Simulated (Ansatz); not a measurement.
**CH₄Si (singlet): from Hartree-Fock to the top rungs at a displaced geometry (v2), cc-pVDZ**

An exercise on one series of results from a longer session: the logs are not shown, and one member is left open.

Program: Ansatz 0.2.0, Gaussian basis. Level of theory: cc-pVDZ, core rule «outside noble gas», up to 6 orbitals frozen. These are calculated values, not measurements.

To be run: UHF; CCSD(T) on RHF; CCSD(T) on UHF; BCCD(T) on RHF; CISD; CCSDT(Q) on RHF; CCSDT(Q) on UHF; CASSCF and MRCISD+Q, 8 electrons in 8 orbitals; CASSCF and NEVPT2, 8 electrons in 8 orbitals.

19 further runs of the same task are left out: 6 that didn't finish, 13 set aside as unsound or not needed.

**What is computed**

The geometry is a PBE0/def2-TZVP stationary point (not a proven minimum) with its atoms shifted at random (size 0.100 Å).

6 atoms, charge 0, spin multiplicity 1.

Atoms are counted from 1 here; the program's logs count them from 0.

Bond lengths: Si1–C2 1.863 Å, Si1–H3 1.476 Å, Si1–H4 1.535 Å, Si1–H5 1.613 Å, C2–H6 1.088 Å. Angles: C2–Si1–H3 122.7°, C2–Si1–H4 107.3°, C2–Si1–H5 94.6°, H3–Si1–H4 113.5°, H3–Si1–H5 109.0°, H4–Si1–H5 107.3°, Si1–C2–H6 118.6°.

Geometry (Å):

```
Si    0.04890    0.03477    0.52652
C    -0.11597   -0.11884   -1.32257
H    -0.03935    1.32849    1.23076
H     1.25910   -0.81028    0.94879
H    -1.27465   -0.82941    0.84591
H     0.07423    0.75861   -1.93668
```

Set-up of the first run:

in.yaml

```yaml
crystal:
  periodic: [false, false, false]
  atoms:
    - {symbol: Si, position_ang: [0.048902, 0.034767, 0.526521]}
    - {symbol: C, position_ang: [-0.115972, -0.118844, -1.322572]}
    - {symbol: H, position_ang: [-0.039352, 1.328494, 1.230763]}
    - {symbol: H, position_ang: [1.259099, -0.810281, 0.948788]}
    - {symbol: H, position_ang: [-1.274645, -0.829414, 0.845905]}
    - {symbol: H, position_ang: [0.074228, 0.758608, -1.936684]}
basis:
  gaussian: {orbitals: cc-pVDZ}
magnetization: {spin_polarized: true, initial_magnetization: 0}
hamiltonian: {xc: hf}
output: {orbitals: {seedname: orbitals}}
```

The run is started by

```sh
$ ansatz run in.yaml --threads 1 --pin off --events-out ev --progress --plain --max-ram 2393MiB
```

Among the steps run: UHF; CCSD(T) on RHF; CCSD(T) on UHF; BCCD(T) on RHF; CISD; CCSDT(Q) on RHF; CCSDT(Q) on UHF; CASSCF and MRCISD+Q, 8 electrons in 8 orbitals; CASSCF and NEVPT2, 8 electrons in 8 orbitals.

One table of the session follows, with a row left open; its other results are not shown here.

| method | from RCCSDT(Q) (kJ/mol) |
| --- | --- |
| RHF | +698.4 |
| UHF | +631.2 |
| RMP2 | +151.3 |
| UMP2 | ? |
| CISD | +85.4 |
| RCCSD | +24.0 |
| UCCSD | -3.1 |
| RCCSD(T) | +5.5 |
| UCCSD(T) | -22.6 |
| BCCD(T) | +5.4 |
| RCCSDT | +1.2 |
| UCCSDT | -45.5 |
| RCCSDT(Q) | 0 |
| UCCSDT(Q) | -52.9 |

**Question.** Estimate the row for UMP2.

The run gave: from RCCSDT(Q) (kJ/mol): +120.7. In the column «from RCCSDT(Q) (kJ/mol)» it lies between CISD (+85.4) and RMP2 (+151.3).

Left out of the table: CASSCF frontier, NEVPT2 frontier, MRCISD frontier, MRCISD+Q frontier (the active space lost an orbital or holds another state than full CI finds).

Caveats from the session: The determinant is far from a pure spin state, so its energy mixes those of several spin states (harmless only where they are near-degenerate, as at dissociation). The program flags UCCSD(T), UCCSDT(Q) as in doubt, so those rows may rest on another solution; read them beside their warnings. Warnings: restricted reference is unstable; spin contamination. Restricted and unrestricted rows rest on different reference determinants; where their highest levels disagree by more than a few hundredths of an eV, they describe different states and don't form one ladder. Warnings in the runs' records: passed over end.
